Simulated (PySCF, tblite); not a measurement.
# CH₂F₂: deprotonation, part 1 of 2

Aim: compute the deprotonation of CH₂F₂ (`FCF`).

Programs: tblite 0.8.0 and PySCF 2.14.0, with routines of our own; each step states its level. All values are computed. Atoms count from 0.

## 1. The starting structure

5 atoms, charge 0, multiplicity 1; geometry from: start built from the parent or by distance geometry.

## 2. Geometry optimisation with GFN2-xTB

Job settings and geometry (Å):

```
{"job": {"kind": "relax", "xc": "GFN2-xTB", "basis": "xTB"}, "charge": 0, "multiplicity": 1}
F     -1.092400    -0.764700    -0.064300
C     -0.009300     0.054700    -0.033600
F      1.174400    -0.705800    -0.074900
H     -0.011300     0.606900     0.940400
H     -0.044200     0.814500    -0.802000
```

Command:

```bash
$ OMP_NUM_THREADS=1 python redox_run.py task.json out
```

The driver reads the jobs from task.json and runs them one after another.

Log:

```text
step      E/eV     max force
  0    -343.18484    2.047
  1    -343.27561    0.999
  2    -343.30917    0.685
  3    -343.32156    0.430
  4    -343.33072    0.204
  5    -343.33207    0.103
  6    -343.33259    0.055
  7    -343.33274    0.046
  8    -343.33291    0.036
  9    -343.33296    0.017
 10    -343.33297    0.003
```

Wall time 0.02 s (1 thread of Arm Neoverse V2, shared host).

The steps of the relaxation:

| step | energy from step 0 (eV) | largest force (eV/Å) |
| --- | --- | --- |
| 0 | 0.0000 | 2.0473 |
| 1 | -0.0908 | 0.9994 |
| 2 | -0.1243 | 0.6852 |
| 3 | -0.1367 | 0.4303 |
| 4 | -0.1459 | 0.2039 |
| 5 | -0.1472 | 0.1030 |
| 6 | -0.1477 | 0.0550 |
| 7 | -0.1479 | 0.0458 |
| 8 | -0.1481 | 0.0362 |
| 9 | -0.1481 | 0.0170 |
| 10 | -0.1481 | 0.0033 |

Close pairs (by a distance rule), those that changed most:

| bond | before (Å) | after (Å) | change (Å) |
| --- | --- | --- | --- |
| C1–F2 | 1.408 | 1.344 | -0.063 |
| C1–H3 | 1.120 | 1.099 | -0.021 |
| C1–H4 | 1.081 | 1.099 | +0.018 |
| F0–C1 | 1.358 | 1.344 | -0.014 |

The final coordinates are the input of the step that follows.

## 3. Vibrational analysis with GFN2-xTB

Job settings and geometry (Å):

```
{"job": {"kind": "ir", "xc": "GFN2-xTB", "basis": "xTB"}, "charge": 0, "multiplicity": 1}
F     -1.059335    -0.748688    -0.073450
C      0.000868     0.074234     0.000907
F      1.116614    -0.669559    -0.091067
H     -0.009571     0.578413     0.977038
H     -0.031331     0.771305    -0.847799
```

Log:

```text
mode    cm-1     km/mol
  1     478.9     15.55
  2    1061.0     23.86
  3    1063.1    207.93
  4    1075.2    101.22
  5    1204.3      0.00
  6    1306.9     15.45
  7    1406.0      0.05
  8    2921.6     29.90
  9    2924.0     18.03
ZPE 80.396  H(298)-E 91.257  G(298)-E 17.523 kJ/mol  S 247.31 J/(mol K)
```

Run time: 0.06 s. Hardware: 1 thread of Arm Neoverse V2, shared host.

The strongest bands and the atoms that carry them (share of the mass-weighted mode):

| cm⁻¹ | km/mol | atoms |
| --- | --- | --- |
| 479 | 15.6 | F2 41 %, F0 41 %, C1 15 % |
| 1061 | 23.9 | C1 32 %, H3 31 %, H4 31 % |
| 1063 | 207.9 | C1 57 %, F0 19 %, F2 18 % |
| 1075 | 101.2 | C1 51 %, F2 22 %, F0 22 % |
| 1307 | 15.4 | H4 43 %, H3 43 %, C1 13 % |
| 2922 | 29.9 | H4 59 %, H3 37 % |
| 2924 | 18.0 | H3 56 %, H4 35 % |

## 4. Relaxing the molecule at PBE0-D3(BJ)/ma-def2-SVP

Job settings and geometry (Å):

```
{"job": {"xc": "PBE0", "basis": "ma-def2-SVP", "d3": "d3bj", "grid": 1, "kind": "geom"}, "charge": 0, "multiplicity": 1}
F     -1.059335    -0.748688    -0.073450
C      0.000868     0.074234     0.000907
F      1.116614    -0.669559    -0.091067
H     -0.009571     0.578413     0.977038
H     -0.031331     0.771305    -0.847799
```

Log:

```text
step   0  E = -238.57880295  max force = 0.006275
step   1  E = -238.57892284  max force = 0.001060
step   2  E = -238.57893159  max force = 0.000218
optimisation converged
```

It took 2 s on 1 thread of Arm Neoverse V2, shared host.

The steps of the relaxation:

| step | energy from step 0 (eV) | largest force component (eV/Å) |
| --- | --- | --- |
| 0 | 0.0000 | 0.3227 |
| 1 | -0.0033 | 0.0545 |
| 2 | -0.0035 | 0.0112 |

Close pairs (by a distance rule), those that changed most:

| bond | before (Å) | after (Å) | change (Å) |
| --- | --- | --- | --- |
| F0–C1 | 1.344 | 1.350 | +0.006 |
| C1–F2 | 1.344 | 1.350 | +0.006 |
| C1–H3 | 1.099 | 1.102 | +0.004 |
| C1–H4 | 1.099 | 1.102 | +0.004 |

The end geometry stands in the next job.

| at the end point | value |
| --- | --- |
| point group (found at 0.08 Å tolerance) | C2v |
| rotational constants (GHz, main isotopes) | 49.753, 10.635, 9.310 |
| dipole moment (D) | 2.07 |

## 5. Harmonic vibrations (CH₂F₂): PBE0-D3(BJ)/ma-def2-SVP

Job settings and geometry (Å):

```
{"job": {"xc": "PBE0", "basis": "ma-def2-SVP", "d3": "d3bj", "grid": 2, "kind": "hessian"}, "charge": 0, "multiplicity": 1}
F     -1.072553    -0.745435    -0.071115
C      0.001514     0.069974     0.000868
F      1.122427    -0.675588    -0.103721
H      0.000114     0.574646     0.980979
H     -0.033361     0.779587    -0.842117
```

Log:

```text
coarse grid: 4504 points
cycle   1  E = -238.4955451168  dE =  2.517e-01  |g| = 5.468e-01  |ddm| = 2.030e+00
cycle   2  E = -238.4493499740  dE =  4.620e-02  |g| = 7.739e-01  |ddm| = 8.842e-01
cycle   3  E = -238.5468639984  dE = -9.751e-02  |g| = 3.529e-02  |ddm| = 4.964e-01
cycle   4  E = -238.5470334947  dE = -1.695e-04  |g| = 1.053e-02  |ddm| = 2.709e-02
cycle   5  E = -238.5470553149  dE = -2.182e-05  |g| = 2.239e-03  |ddm| = 1.022e-02
cycle   6  E = -238.5470565420  dE = -1.227e-06  |g| = 1.012e-04  |ddm| = 2.543e-03
final grid: 45160 points
cycle   7  E = -238.5789186409  dE = -1.391e-05  |g| = 5.455e-03  |ddm| = 1.246e-02
cycle   8  E = -238.5789149862  dE =  3.655e-06  |g| = 7.326e-03  |ddm| = 8.277e-03
cycle   9  E = -238.5789242840  dE = -9.298e-06  |g| = 4.893e-04  |ddm| = 4.597e-03
cycle  10  E = -238.5789243320  dE = -4.803e-08  |g| = 1.052e-04  |ddm| = 4.930e-04
cycle  11  E = -238.5789243340  dE = -1.985e-09  |g| = 8.898e-06  |ddm| = 7.514e-05
cycle  12  E = -238.5789243340  dE = -1.387e-11  |g| = 9.892e-07  |ddm| = 1.070e-05
converged SCF energy = -238.5789243340

mode    cm-1
  1     540.2
  2    1126.2
  3    1145.1
  4    1178.8
  5    1273.7
  6    1454.0
  7    1510.3
  8    3074.8
  9    3159.5
ZPE 86.506  H(298)-E 97.159  G(298)-E 23.685 kJ/mol  S 246.43 J/(mol K)
```

It took 13 s on 1 thread of Arm Neoverse V2, shared host; peak memory 0.79 GiB.

Zero-point energy 86.51 kJ/mol (xTB gave 80.40).

## 6. Single point (CH₂F₂): M06-2X/ma-def2-TZVP

Geometry: PBE0-D3(BJ)/ma-def2-SVP.

Job settings and geometry (Å):

```
{"job": {"kind": "sp", "xc": "M06-2X", "basis": "ma-def2-TZVP", "grid": 3}, "charge": 0, "multiplicity": 1}
F     -1.072553    -0.745435    -0.071115
C      0.001514     0.069974     0.000868
F      1.122427    -0.675588    -0.103721
H      0.000114     0.574646     0.980979
H     -0.033361     0.779587    -0.842117
```

Log:

```text
coarse grid: 20728 points
cycle   1  E = -238.9339463606  dE =  3.040e-01  |g| = 6.386e-01  |ddm| = 1.389e+00
cycle   2  E = -238.9202488517  dE =  1.370e-02  |g| = 7.612e-01  |ddm| = 6.382e-01
cycle   3  E = -239.0043401549  dE = -8.409e-02  |g| = 3.627e-02  |ddm| = 2.950e-01
cycle   4  E = -239.0045336807  dE = -1.935e-04  |g| = 1.400e-02  |ddm| = 2.545e-02
cycle   5  E = -239.0045717440  dE = -3.806e-05  |g| = 2.629e-03  |ddm| = 1.027e-02
cycle   6  E = -239.0045735245  dE = -1.781e-06  |g| = 3.214e-04  |ddm| = 2.695e-03
final grid: 62264 points
cycle   7  E = -239.0048079603  dE = -5.670e-06  |g| = 1.192e-03  |ddm| = 7.398e-03
cycle   8  E = -239.0048081122  dE = -1.519e-07  |g| = 9.307e-04  |ddm| = 9.679e-04
cycle   9  E = -239.0048082220  dE = -1.098e-07  |g| = 1.942e-04  |ddm| = 4.360e-04
cycle  10  E = -239.0048082291  dE = -7.083e-09  |g| = 7.542e-05  |ddm| = 1.508e-04
converged SCF energy = -239.0048082291
```

It took 3.8 s on 1 thread of Arm Neoverse V2, shared host; peak memory 0.47 GiB.

The fields below are evaluated on a grid from the run's orbitals.

Frontier orbitals at M06-2X/ma-def2-TZVP, with the share of their density that lies nearest to each atom:

| orbital | energy (eV) | lies on |
| --- | --- | --- |
| HOMO | -11.69 | F0, F2 about 22 % each; H3, H4 about 22 % each; C1 11 % |
| LUMO | 0.12 | H3, H4 about 38 % each; F0, F2 about 11 % each |

ELF in a plane through or near 3 of the atoms.

Values, 10 rows by 14 columns:
```
0.00 0.00 0.00 0.00 0.00 0.00 0.00 0.00 0.00 0.00 0.00 0.00 0.00 0.00
0.00 0.00 0.00 0.00 0.00 0.00 0.00 0.00 0.00 0.00 0.00 0.00 0.00 0.00
0.00 0.00 0.00 0.00 0.00 0.00 0.01 0.02 0.01 0.00 0.00 0.00 0.00 0.00
0.00 0.00 0.00 0.00 0.00 0.07 0.25 0.34 0.12 0.02 0.00 0.00 0.00 0.00
0.00 0.00 0.01 0.12 0.13 0.16 0.45 0.44 0.25 0.09 0.14 0.05 0.00 0.00
0.00 0.00 0.08 0.57 0.85 0.76 0.60 0.25 0.77 0.81 0.76 0.28 0.04 0.00
0.00 0.00 0.06 0.54 0.77 0.35 0.69 0.28 0.71 0.47 0.77 0.24 0.03 0.00
0.00 0.00 0.01 0.15 0.61 0.75 0.41 0.05 0.70 0.73 0.37 0.04 0.00 0.00
0.00 0.00 0.00 0.01 0.06 0.12 0.03 0.00 0.10 0.10 0.02 0.00 0.00 0.00
0.00 0.00 0.00 0.00 0.00 0.00 0.00 0.00 0.00 0.00 0.00 0.00 0.00 0.00
```
The map spans 7.4 Å across and 6.6 Å up, centred on the molecule. Atoms in the plane (x, y in Å): F0 (1.1, -0.7), C1 (0.0, 0.1), F2 (-1.1, -0.7).

On the surface of density 0.002 e/bohr³ the electrostatic potential runs, from the 1st to the 99th percentile, from -0.82 V near F2 to 1.41 V near H3.

## 7. Optimising the geometry with GFN2-xTB

This step treats CHF₂−, `F[CH-]F`.

Job settings and geometry (Å):

```
{"job": {"kind": "relax", "xc": "GFN2-xTB", "basis": "xTB"}, "charge": -1, "multiplicity": 1}
F     -1.056300    -0.751600    -0.076400
C     -0.009200     0.078600    -0.022100
F      1.139900    -0.683200    -0.100500
H     -0.035900     0.794200    -0.862700
```

Log:

```text
step      E/eV     max force
  0    -332.82405    5.530
  1    -333.27840    1.789
  2    -333.33654    0.608
  3    -333.35110    0.421
  4    -333.35782    0.311
  5    -333.36163    0.121
  6    -333.36204    0.044
  7    -333.36213    0.039
  8    -333.36221    0.028
  9    -333.36226    0.021
 10    -333.36227    0.006
```

Wall time 0.02 s (1 thread of Arm Neoverse V2, shared host).

Relaxation path:

| step | energy from step 0 (eV) | largest force (eV/Å) |
| --- | --- | --- |
| 0 | 0.0000 | 5.5297 |
| 1 | -0.4543 | 1.7890 |
| 2 | -0.5125 | 0.6079 |
| 3 | -0.5270 | 0.4209 |
| 4 | -0.5338 | 0.3113 |
| 5 | -0.5376 | 0.1209 |
| 6 | -0.5380 | 0.0436 |
| 7 | -0.5381 | 0.0393 |
| 8 | -0.5382 | 0.0284 |
| 9 | -0.5382 | 0.0213 |
| 10 | -0.5382 | 0.0064 |

Close pairs (by a distance rule), those that changed most:

| bond | before (Å) | after (Å) | change (Å) |
| --- | --- | --- | --- |
| F0–C1 | 1.337 | 1.464 | +0.127 |
| C1–F2 | 1.381 | 1.464 | +0.083 |
| C1–H3 | 1.104 | 1.139 | +0.034 |

The final coordinates are the input of the step that follows.

## 8. Harmonic vibrations with GFN2-xTB

Job settings and geometry (Å):

```
{"job": {"kind": "ir", "xc": "GFN2-xTB", "basis": "xTB"}, "charge": -1, "multiplicity": 1}
F     -1.097298    -0.780162    -0.113716
C      0.002020     0.166312     0.085460
F      1.164831    -0.694660    -0.139763
H     -0.031058     0.746594    -0.893774
```

Log:

```text
mode    cm-1     km/mol
  1     406.5      1.23
  2     717.7    204.58
  3     878.4     81.77
  4    1193.6     22.17
  5    1275.1     34.34
  6    2465.4    473.35
ZPE 41.491  H(298)-E 52.712  G(298)-E -23.381 kJ/mol  S 255.21 J/(mol K)
```

It took 0.05 s on 1 thread of Arm Neoverse V2, shared host.

The strongest bands and the atoms that carry them (share of the mass-weighted mode):

| cm⁻¹ | km/mol | atoms |
| --- | --- | --- |
| 406 | 1.2 | F0 45 %, F2 45 % |
| 718 | 204.6 | C1 61 %, F2 18 %, F0 18 % |
| 878 | 81.8 | C1 63 %, F0 18 %, F2 18 % |
| 1194 | 22.2 | H3 79 %, C1 18 % |
| 1275 | 34.3 | H3 92 % |
| 2465 | 473.4 | H3 93 % |

## 9. Relaxing the molecule at PBE0-D3(BJ)/ma-def2-SVP

This step treats CHF2−, `F[CH-]F`.

Job settings and geometry (Å):

```
{"job": {"xc": "PBE0", "basis": "ma-def2-SVP", "d3": "d3bj", "grid": 1, "kind": "geom"}, "charge": -1, "multiplicity": 1}
F     -1.097298    -0.780162    -0.113716
C      0.002020     0.166312     0.085460
F      1.164831    -0.694660    -0.139763
H     -0.031058     0.746594    -0.893774
```

Log:

```text
step   0  E = -237.92906019  max force = 0.008345
step   1  E = -237.92941787  max force = 0.004833
step   2  E = -237.92964684  max force = 0.001970
step   3  E = -237.92966183  max force = 0.001251
step   4  E = -237.92966675  max force = 0.000541
step   5  E = -237.92966833  max force = 0.000160
optimisation converged
```

Wall time 2.9 s (1 thread of Arm Neoverse V2, shared host).

The steps of the relaxation:

| step | energy from step 0 (eV) | largest force component (eV/Å) |
| --- | --- | --- |
| 0 | 0.0000 | 0.4291 |
| 1 | -0.0097 | 0.2485 |
| 2 | -0.0160 | 0.1013 |
| 3 | -0.0164 | 0.0643 |
| 4 | -0.0165 | 0.0278 |
| 5 | -0.0165 | 0.0082 |

Distances of close pairs at the start and the end, largest changes first:

| bond | before (Å) | after (Å) | change (Å) |
| --- | --- | --- | --- |
| F0–C1 | 1.464 | 1.452 | -0.012 |
| C1–H3 | 1.139 | 1.126 | -0.012 |
| C1–F2 | 1.464 | 1.452 | -0.012 |

The final coordinates are the input of the step that follows.

| at the end point | value |
| --- | --- |
| point group (found at 0.08 Å tolerance) | Cs |
| rotational constants (GHz, main isotopes) | 50.889, 10.384, 8.937 |

## 10. Harmonic vibrations (CHF2−, F[CH-]F, multiplicity 1): PBE0-D3(BJ)/ma-def2-SVP

Job settings and geometry (Å):

```
{"job": {"xc": "PBE0", "basis": "ma-def2-SVP", "d3": "d3bj", "grid": 2, "kind": "hessian"}, "charge": -1, "multiplicity": 1}
F      1.046872     0.466030    -0.677991
C      0.033496    -0.081335     0.205761
F     -1.175408     0.226807    -0.537253
H      0.133584    -1.173156    -0.052253
```

Log:

```text
coarse grid: 3880 points
cycle   1  E = -237.8294182614  dE =  2.082e-03  |g| = 5.804e-01  |ddm| = 1.899e+00
cycle   2  E = -237.7647674112  dE =  6.465e-02  |g| = 9.017e-01  |ddm| = 1.272e+00
cycle   3  E = -237.8955305919  dE = -1.308e-01  |g| = 4.817e-02  |ddm| = 6.166e-01
cycle   4  E = -237.8959343089  dE = -4.037e-04  |g| = 2.798e-02  |ddm| = 9.472e-02
cycle   5  E = -237.8961446874  dE = -2.104e-04  |g| = 6.312e-03  |ddm| = 4.692e-02
cycle   6  E = -237.8961547489  dE = -1.006e-05  |g| = 4.895e-04  |ddm| = 1.034e-02
cycle   7  E = -237.8961548723  dE = -1.234e-07  |g| = 1.588e-04  |ddm| = 2.152e-03
final grid: 39792 points
cycle   8  E = -237.9296418428  dE = -1.207e-05  |g| = 5.910e-03  |ddm| = 1.535e-02
cycle   9  E = -237.9296328121  dE =  9.031e-06  |g| = 9.234e-03  |ddm| = 1.268e-02
cycle  10  E = -237.9296495796  dE = -1.677e-05  |g| = 4.674e-04  |ddm| = 6.841e-03
cycle  11  E = -237.9296496280  dE = -4.844e-08  |g| = 1.950e-04  |ddm| = 9.214e-04
cycle  12  E = -237.9296496364  dE = -8.335e-09  |g| = 2.474e-05  |ddm| = 2.564e-04
cycle  13  E = -237.9296496365  dE = -1.376e-10  |g| = 1.307e-05  |ddm| = 4.857e-05
cycle  14  E = -237.9296496365  dE = -2.854e-11  |g| = 2.149e-06  |ddm| = 9.393e-06
converged SCF energy = -237.9296496365

mode    cm-1
  1     470.2
  2     744.4
  3     882.3
  4    1258.8
  5    1320.6
  6    2754.7
ZPE 44.447  H(298)-E 55.477  G(298)-E -20.229 kJ/mol  S 253.92 J/(mol K)
```

Run time: 9.1 s. Hardware: 1 thread of Arm Neoverse V2, shared host; peak memory 0.69 GiB.

Zero-point energy 44.45 kJ/mol (xTB gave 41.49).

## 11. Single point (CHF2−, F[CH-]F, multiplicity 1): M06-2X/ma-def2-TZVP

Geometry: PBE0-D3(BJ)/ma-def2-SVP.

Job settings and geometry (Å):

```
{"job": {"kind": "sp", "xc": "M06-2X", "basis": "ma-def2-TZVP", "grid": 3}, "charge": -1, "multiplicity": 1}
F      1.046872     0.466030    -0.677991
C      0.033496    -0.081335     0.205761
F     -1.175408     0.226807    -0.537253
H      0.133584    -1.173156    -0.052253
```

Log:

```text
coarse grid: 18256 points
cycle   1  E = -238.2811313793  dE = -1.851e-02  |g| = 6.472e-01  |ddm| = 1.411e+00
cycle   2  E = -238.2589045544  dE =  2.223e-02  |g| = 8.454e-01  |ddm| = 1.118e+00
cycle   3  E = -238.3572197233  dE = -9.832e-02  |g| = 3.751e-02  |ddm| = 3.880e-01
cycle   4  E = -238.3576052443  dE = -3.855e-04  |g| = 2.030e-02  |ddm| = 7.112e-02
cycle   5  E = -238.3577348860  dE = -1.296e-04  |g| = 7.373e-03  |ddm| = 3.829e-02
cycle   6  E = -238.3577582675  dE = -2.338e-05  |g| = 1.306e-03  |ddm| = 1.826e-02
cycle   7  E = -238.3577601231  dE = -1.856e-06  |g| = 2.368e-04  |ddm| = 8.031e-03
final grid: 52456 points
cycle   8  E = -238.3579991946  dE = -2.442e-06  |g| = 2.783e-03  |ddm| = 7.311e-03
cycle   9  E = -238.3579987097  dE =  4.849e-07  |g| = 3.390e-03  |ddm| = 2.560e-03
cycle  10  E = -238.3580002484  dE = -1.539e-06  |g| = 1.159e-04  |ddm| = 1.340e-03
cycle  11  E = -238.3580002529  dE = -4.479e-09  |g| = 6.486e-05  |ddm| = 2.455e-04
converged SCF energy = -238.3580002529
```

Run time: 3.2 s. Hardware: 1 thread of Arm Neoverse V2, shared host; peak memory 0.43 GiB.

## 12. Single point (CHF2 radical): M06-2X/ma-def2-TZVP

Geometry: PBE0-D3(BJ)/ma-def2-SVP, that of another charge or spin state.

Job settings and geometry (Å):

```
{"job": {"kind": "sp", "xc": "M06-2X", "basis": "ma-def2-TZVP", "grid": 3}, "charge": 0, "multiplicity": 2}
F      1.046872     0.466030    -0.677991
C      0.033496    -0.081335     0.205761
F     -1.175408     0.226807    -0.537253
H      0.133584    -1.173156    -0.052253
```

Log:

```text
final grid: 52456 points
cycle   1  E = -238.2672534119  dE = -3.253e-02  |g| = 2.497e-01  |ddm| = 5.354e-01
cycle   2  E = -238.2720273930  dE = -4.774e-03  |g| = 2.408e-01  |ddm| = 2.824e-01
cycle   3  E = -238.2942587649  dE = -2.223e-02  |g| = 5.425e-02  |ddm| = 1.308e-01
cycle   4  E = -238.2950826397  dE = -8.239e-04  |g| = 7.047e-03  |ddm| = 2.397e-02
cycle   5  E = -238.2951584719  dE = -7.583e-05  |g| = 2.550e-03  |ddm| = 1.275e-02
cycle   6  E = -238.2951752900  dE = -1.682e-05  |g| = 1.066e-03  |ddm| = 6.352e-03
cycle   7  E = -238.2951775474  dE = -2.257e-06  |g| = 2.181e-04  |ddm| = 2.575e-03
cycle   8  E = -238.2951776219  dE = -7.455e-08  |g| = 1.056e-04  |ddm| = 4.965e-04
cycle   9  E = -238.2951776266  dE = -4.617e-09  |g| = 6.173e-05  |ddm| = 8.991e-05
converged SCF energy = -238.2951776266
```

It took 5.3 s on 1 thread of Arm Neoverse V2, shared host; peak memory 0.43 GiB.

## 13. Deprotonation: M06-2X/ma-def2-TZVP

This step combines the energies above: geometries from PBE0-D3(BJ)/ma-def2-SVP, zero-point and thermal terms from PBE0-D3(BJ)/ma-def2-SVP.

Job settings and geometry (Å):

```
{"job": {"kind": "ac", "geom": {"xc": "PBE0", "basis": "ma-def2-SVP", "d3": "d3bj", "grid": 1}, "hess": 1, "level": {"xc": "M06-2X", "basis": "ma-def2-TZVP", "grid": 3}}, "charge": 0, "multiplicity": 1}
F     -1.072553    -0.745435    -0.071115
C      0.001514     0.069974     0.000868
F      1.122427    -0.675588    -0.103721
H      0.000114     0.574646     0.980979
H     -0.033361     0.779587    -0.842117
```

Output (the driver's rows laid out field by field):

```text
deprotonation site by site, M06-2X/ma-def2-TZVP // PBE0-D3(BJ)/ma-def2-SVP

row 1
  formula                 CHF2
  charge                  -1
  multiplicity            1
  smiles                  F[CH-]F
  kept                    yes
  pieces                  1
  point_group             Cs
  atom                    1
  element                 C
  electronic              1698.19
  enthalpy                1662.71
  free_energy             1627.99
  vertical_detachment_ev  1.709
  share_gas               1.0
```

Run time: 40 s. Hardware: 1 thread of Arm Neoverse V2, shared host; peak memory 0.43 GiB.

Energy needed to remove a proton (kJ/mol, gas phase, 298 K for the thermal columns):

| site | product | electronic | enthalpy | free energy |
| --- | --- | --- | --- | --- |
| C1 | F[CH-]F | 1698.2 | 1662.7 | 1628.0 |

## 14. Single point (CH2F2): wavefunction

Geometry: PBE0-D3(BJ)/ma-def2-SVP.

Job settings and geometry (Å):

```
{"job": {"kind": "sp", "xc": "CCSD(T)", "basis": "ma-def2-TZVP", "grid": 2}, "charge": 0, "multiplicity": 1}
F     -1.072553    -0.745435    -0.071115
C      0.001514     0.069974     0.000868
F      1.122427    -0.675588    -0.103721
H      0.000114     0.574646     0.980979
H     -0.033361     0.779587    -0.842117
```

Method: wavefunction single point, frozen core, gas phase.

Log:

```text
final grid: 45160 points
cycle   1  E = -237.9116490476  dE =  2.903e-01  |g| = 7.003e-01  |ddm| = 1.344e+00
cycle   2  E = -237.9814147796  dE = -6.977e-02  |g| = 4.245e-01  |ddm| = 5.238e-01
cycle   3  E = -238.0076441631  dE = -2.623e-02  |g| = 4.751e-02  |ddm| = 1.663e-01
cycle   4  E = -238.0082487444  dE = -6.046e-04  |g| = 1.516e-02  |ddm| = 4.269e-02
cycle   5  E = -238.0083249229  dE = -7.618e-05  |g| = 3.172e-03  |ddm| = 1.614e-02
cycle   6  E = -238.0083307244  dE = -5.802e-06  |g| = 7.601e-04  |ddm| = 5.095e-03
cycle   7  E = -238.0083310229  dE = -2.985e-07  |g| = 1.353e-04  |ddm| = 1.075e-03
cycle   8  E = -238.0083310334  dE = -1.049e-08  |g| = 2.419e-05  |ddm| = 1.817e-04
cycle   9  E = -238.0083310337  dE = -2.905e-10  |g| = 4.983e-06  |ddm| = 3.719e-05
converged SCF energy = -238.0083310337
E(HF, exact integrals) = -238.0084011886
E(MP2) = -238.6734193773
E(CCSD) = -238.6858567984
E(CCSD(T)) = -238.7060115701
T1 diagnostic = 0.0115
```

Run time: 65 s. Hardware: 1 thread of Arm Neoverse V2, shared host; peak memory 1.2 GiB.

## 15. Single point (CHF₂−, F[CH-]F, multiplicity 1): wavefunction

Geometry: PBE0-D3(BJ)/ma-def2-SVP.

Job settings and geometry (Å):

```
{"job": {"kind": "sp", "xc": "CCSD(T)", "basis": "ma-def2-TZVP", "grid": 2}, "charge": -1, "multiplicity": 1}
F      1.046872     0.466030    -0.677991
C      0.033496    -0.081335     0.205761
F     -1.175408     0.226807    -0.537253
H      0.133584    -1.173156    -0.052253
```

Method: wavefunction single point, frozen core, gas phase.

Log:

```text
final grid: 39792 points
cycle   1  E = -237.2651696718  dE = -1.370e-01  |g| = 6.518e-01  |ddm| = 1.435e+00
cycle   2  E = -237.3140805349  dE = -4.891e-02  |g| = 4.653e-01  |ddm| = 6.326e-01
cycle   3  E = -237.3437877704  dE = -2.971e-02  |g| = 4.336e-02  |ddm| = 1.882e-01
cycle   4  E = -237.3452463280  dE = -1.459e-03  |g| = 1.542e-02  |ddm| = 1.075e-01
cycle   5  E = -237.3455109084  dE = -2.646e-04  |g| = 5.030e-03  |ddm| = 6.143e-02
cycle   6  E = -237.3455414079  dE = -3.050e-05  |g| = 1.623e-03  |ddm| = 2.445e-02
cycle   7  E = -237.3455437133  dE = -2.305e-06  |g| = 4.412e-04  |ddm| = 6.352e-03
cycle   8  E = -237.3455439629  dE = -2.495e-07  |g| = 1.370e-04  |ddm| = 2.493e-03
cycle   9  E = -237.3455439838  dE = -2.096e-08  |g| = 3.227e-05  |ddm| = 9.832e-04
cycle  10  E = -237.3455439848  dE = -9.674e-10  |g| = 1.447e-05  |ddm| = 2.062e-04
converged SCF energy = -237.3455439848
E(HF, exact integrals) = -237.3456583937
E(MP2) = -238.0241182581
E(CCSD) = -238.0330583090
E(CCSD(T)) = -238.0561081390
T1 diagnostic = 0.0149
```

Wall time 57 s (1 thread of Arm Neoverse V2, shared host); peak memory 1 GiB.

(Continued in part 2 of 2.)
